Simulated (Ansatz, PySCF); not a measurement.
Molecule: C$_{2}$H$_{6}$N, net charge 0, doublet state. It need not be the lowest isomer of its formula. 
Structure (B3LYP-D3(BJ)/def2-TZVP (Ansatz, a first-principles code) minimum search):
```xyz
9

C      1.2289    -0.2653    -0.0845
C     -0.0679     0.1514     0.5104
N     -1.1869     0.1736    -0.3274
H      1.5845     0.4305    -0.8614
H      2.0033    -0.3268     0.6805
H      1.1541    -1.2515    -0.5578
H     -0.0803     0.8891     1.3029
H     -2.0677     0.3344     0.1386
H     -1.2520    -0.6074    -0.9664
```
Charge 0, spin multiplicity 2.

Dipole moments at this geometry, in debye (magnitudes).

```tsv
level	program	dipole (D)
HF/def2-TZVPD	PySCF	0.77
B3LYP/def2-TZVPD	Ansatz	0.89
r2SCAN0/def2-TZVPD	Ansatz	(withheld)
M06-2X/def2-TZVPD	PySCF	0.83
wB97X-V/def2-TZVPD	Ansatz	0.87
CCSD(T)/aug-cc-pVDZ	Ansatz	(withheld)
```

Question: Fill in the missing entries.

Answer: 
- r2SCAN0/def2-TZVPD, dipole (D): 0.84
- CCSD(T)/aug-cc-pVDZ, dipole (D): 0.84
